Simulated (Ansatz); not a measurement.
**CHOSi+ (quintet): wave-function methods side by side, cc-pVDZ**

Aim: climb from Hartree-Fock through coupled cluster for CHOSi+ (quintet) at one geometry and basis, and see what each rung misses.

Computed with Ansatz 0.2.0, Gaussian basis. Level: cc-pVDZ, core rule «outside noble gas», up to 7 orbitals frozen.

Plan: UHF; CCSD(T) on ROHF; CCSD(T) on UHF; BCCD(T) on ROHF; CISD as a restricted active space (open shells left free, so some higher excitations enter); CCSDT(Q) on ROHF; CCSDT(Q) on UHF.

21 further runs of the same task are left out: 10 that didn't finish, 11 set aside as unsound or not needed. Runs told in other sessions of the task aren't counted.

**1. The geometry**

The geometry is a PBE0/def2-TZVP stationary point (not a proven minimum) of the parent state, kept for this charge and spin.

4 atoms, charge 1, spin multiplicity 5.

Atoms are counted from 1 here; the program's logs count them from 0.

Bond lengths: C1–O2 1.286 Å, C1–H4 1.089 Å, O2–Si3 1.707 Å. Angles: O2–C1–H4 123.9°, C1–O2–Si3 134.6°.

**2. UHF**

File in.yaml:

```yaml
crystal:
  periodic: [false, false, false]
  atoms:
    - {symbol: C, position_ang: [0.000000, -0.310298, 1.646633]}
    - {symbol: O, position_ang: [0.000000, 0.351816, 0.544141]}
    - {symbol: Si, position_ang: [0.000000, -0.073198, -1.108628]}
    - {symbol: H, position_ang: [0.000000, 0.152652, 2.632314]}
basis:
  gaussian: {orbitals: cc-pVDZ}
total_charge: 1
magnetization: {spin_polarized: true, initial_magnetization: 4}
hamiltonian: {xc: hf}
output: {orbitals: {seedname: orbitals}}
```

Command:

```sh
ansatz run in.yaml --threads 1 --pin off --events-out ev --progress --plain --max-ram 2393MiB
```

Further steps of the session: CCSD(T) on ROHF; CCSD(T) on UHF; BCCD(T) on ROHF; CISD as a restricted active space (open shells left free, so some higher excitations enter); CCSDT(Q) on ROHF; CCSDT(Q) on UHF.

**Question.** What will the summary of the whole plan be? Wanted: UCCSDT(Q) from the RHF energy; RMP2 from UCCSDT(Q); UMP2 from UCCSDT(Q); RCCSD from UCCSDT(Q); RCCSD(T) from UCCSDT(Q); UCCSD(T) from UCCSDT(Q); RCCSDT(Q) from UCCSDT(Q); T1 diagnostic.

The runs gave:

| quantity | value |
| --- | --- |
| UCCSDT(Q) from the ROHF energy | -9.4744 eV |
| RMP2 from UCCSDT(Q) | +1053.1 meV |
| UMP2 from UCCSDT(Q) | +1032.7 meV |
| RCCSD from UCCSDT(Q) | +422.2 meV |
| RCCSD(T) from UCCSDT(Q) | +75.5 meV |
| UCCSD(T) from UCCSDT(Q) | +76.1 meV |
| RCCSDT(Q) from UCCSDT(Q) | +12.0 meV |
| levels within 1 kcal/mol (43 meV) | RCCSDT, UCCSDT, RCCSDT(Q) |
| T1 diagnostic | 0.054 |

RCCSD(T) misses by +75.5 meV, 0.8 % of the correlation energy. These misses are within one basis, not against nature; the frozen cores of restricted and unrestricted runs differ, which can shift their rows.

With open shells the CI space here admits some higher excitations, so it is larger than plain CISD.
